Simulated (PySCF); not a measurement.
Bonds broken one at a time in the series SiH2(OH)-X. Isolated molecules, 0 K electronic values unless said otherwise. One relaxed conformer stands for each flexible species; it need not be the lowest. Strings in code marks are SMILES.

The numbers are results of PBE0-D4/def2-TZVP (PySCF), not measurements. 

A: radical fragment (`[Cl]`)
B: radical fragment (`[SiH2]Cl`)
C: radical fragment (`[SiH3]`)
D: radical fragment (`[C]#N`)
E: radical fragment (`CS[SiH2]`)
F: radical fragment (`[O][SiH2]O` (O–Si–O–H torsion 179°))

**Question.** Which member has the lowest highest occupied spin orbital?

**Answer.** D (-10.83 eV); next is A (-9.54 eV).
